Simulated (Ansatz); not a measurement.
# BCl2: the cost of one run

Program: Ansatz 0.2.0. Level of theory: RKS PBE0-D4/def2-SVP. These are calculated values, not measurements.

### Step 1. Starting point

Bond lengths: Cl1–B2 1.572 Å, B2–Cl3 1.572 Å. Angles: Cl1–B2–Cl3 179.8°.

As a file:

```xyz
3

Cl   -1.2384    0.7665   -0.5913
B     0.0007    0.0014    0.0006
Cl    1.2376   -0.7678    0.5907
```

### Step 2. Preparing the start

The input, input.yaml:

```yaml
crystal:
  periodic: [false, false, false]
  atoms:
    - { symbol: Cl, position_ang: [-1.23838, 0.76648, -0.5913] }
    - { symbol: B, position_ang: [0.00074, 0.00136, 0.00055] }
    - { symbol: Cl, position_ang: [1.23764, -0.76784, 0.59074] }
total_charge: 1
basis:
  gaussian: { orbitals: def2-SVP }
hamiltonian:
  xc: pbe0
  dispersion: d4
relax:
  f_tol: 0.02
  max_steps: 40
scf:
  lower_state_search: "off"
output:
  orbitals: {}
```

Command:

```sh
ansatz run input.yaml --threads 1 --pin off --max-ram 2048MiB --backend cpu --events-out ev --progress --plain --runs-dir out
```

**Question.** How long does this run take on 1 thread of Arm Neoverse V1, shared host, and how much memory does it need?

About 3.1 s, with a peak of 0.09 GiB.
